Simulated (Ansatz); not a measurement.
# Worked example: the barrier

An elementary step of C$_{2}$H$_{4}$Cl, doublet (C₂H₃Cl (C=CCl) + H → C₂H₄Cl ([CH3][CH][Cl]); bonds formed: C1–H4). “Start” is the structure reached by relaxing down from the saddle towards the reactants; PBE0-D4/def2-TZVP structures. The saddle:

| atom | x (Å) | y (Å) | z (Å) |
| --- | --- | --- | --- |
| C1 | 0.1554 | -0.4287 | 0.4305 |
| C2 | -0.3811 | -0.1029 | -0.7386 |
| Cl3 | 0.5504 | 0.3388 | -2.1109 |
| H4 | 0.3865 | 1.4762 | 1.5166 |
| H5 | 1.2266 | -0.4928 | 0.5718 |
| H6 | -0.4900 | -0.7266 | 1.2476 |
| H7 | -1.4479 | -0.0639 | -0.9169 |

Computed with Ansatz 0.2.0 (basis: def2-TZVPP and def2-QZVPP); correlated methods freeze the cores; orbitals are unrestricted.

Energies in eV:

| quantity | saddle | start |
| --- | --- | --- |
| Hartree–Fock, triple zeta (X = 3) | -14625.86872 | -14625.99620 |
| Hartree–Fock, quadruple zeta (X = 4) | -14626.31796 | -14626.44492 |
| MP2 correlation, X = 3 | -13.84010 | -14.03544 |
| MP2 correlation, X = 4 | -14.94411 | -15.13852 |
| CCSD(T) correlation, X = 3 | -15.65786 | -15.61599 |

Work out the barrier at the basis limit: extrapolate Hartree–Fock as E(X) = E∞ + A exp(−7.88 √X) and the MP2 correlation as E(X) = E∞ + B X^−2.97 (the exponents that Neese and Valeev fitted for def2-TZVPP and QZVPP), then add CCSD(T) − MP2 in triple zeta.

Each step is linear, so take the differences first (saddle − start): Hartree–Fock 0.12748 (X = 3) and 0.12696 (X = 4); MP2 correlation 0.19534 and 0.19441; CCSD(T) correlation -0.04187.
Two points give E∞ = E(4) + w [E(4) − E(3)], with w = 1/(exp(7.88 (2 − √3)) − 1) = 0.1377 for Hartree–Fock and w = 1/((4/3)^2.97 − 1) = 0.7407 for the correlation.
Hartree–Fock: 0.12696 + 0.1377 × (-0.00052) = 0.1269 eV.
MP2 correlation: 0.19441 + 0.7407 × (-0.00093) = 0.1937 eV.
CCSD(T) − MP2: -0.04187 − 0.19534 = -0.2372 eV.
Sum: 0.1269 + 0.1937 + (-0.2372) = 0.0834 eV, or 1.92 kcal/mol. Plain CCSD(T) in triple zeta gives 0.0856 eV, so the larger basis shifts the result by -0.0022 eV.

No T1 diagnostic of these runs exceeds 0.031. ⟨S²⟩ of the unrestricted Hartree–Fock references: 0.75 to 0.91 (a pure state has 0.75). The unrestricted reference is spin-contaminated, which hurts MP2 most.

Labels in which every atom is bracketed show which atoms are joined, not bond orders.

For scale, one of the runs: CCSD(T)/def2-TZVPP, 160 basis functions, launched by `ansatz run in.yaml --threads 2 --pin off --events-out ev --progress --plain --max-ram 4352MiB`. Hardware: 2 CPU threads of an Arm Neoverse V1, shared host. Wall time 95 s; peak host memory 2.8 GiB.
